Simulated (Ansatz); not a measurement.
Stepwise reaction of silicon tetrachloride with hydrogen, as a gas-phase model of exchange steps in deposition or etching. ΔE in kJ/mol; ΔG adds harmonic PBE0-D4 terms to CCSD(T)/CBS, at 1 bar.

Calculated with Ansatz (gas phase, PBE0-D4/def2-TZVP geometries, no zero-point term in ΔE). CBS: MP2 limit from def2 TZ/QZ plus the TZ coupled-cluster correction, frozen cores. This one scheme is used for every species. Functionals use def2-TZVPP. B3LYP here is the variant with VWN-RPA as its local correlation; programs differ in this.

```tsv
step	reaction	PBE-D4	B3LYP-D4	ωB97M-V	CCSD(T)/CBS	ΔG(400 K)
1	`Cl[Si](Cl)(Cl)Cl` + H₂ → `Cl[SiH](Cl)Cl` + HCl	72.4	70.0	71.6	69.3	60.0
2	`Cl[SiH](Cl)Cl` + H₂ → `Cl[SiH2]Cl` + HCl	79.9	77.1	79.0	77.4	71.4
3	`Cl[SiH2]Cl` + H₂ → `[SiH3]Cl` + HCl	79.2	77.1	79.1	78.4	74.9
```

Q: Give the row of step 4, `[SiH3]Cl` + H₂ → SiH₄ + HCl. (An estimate is asked.)

A: Computed: 
| step | reaction | PBE-D4 | B3LYP-D4 | ωB97M-V | CCSD(T)/CBS | ΔG(400 K) |
| --- | --- | --- | --- | --- | --- | --- |
| 4 | `[SiH3]Cl` + H₂ → SiH₄ + HCl | 69.9 | 69.6 | 71.8 | 72.1 | 71.6 |

Q: By hand: ΔE of the 4 steps together at CCSD(T)/CBS.

A: (69.3) + (77.4) + (78.4) + (72.1) = 297.2 kJ/mol, or 74.3 kJ/mol a step.

In ΔE step 1 is the lowest and step 3 the highest. All are uphill at CCSD(T)/CBS. ΔG lies between 60.0 and 74.9 kJ/mol a step. PBE-D4 differs from CCSD(T)/CBS by -2.2 to 3.1 kJ/mol a step. Isolated molecules leave out the surface, adducts and barriers. Largest T1 diagnostic: 0.011.
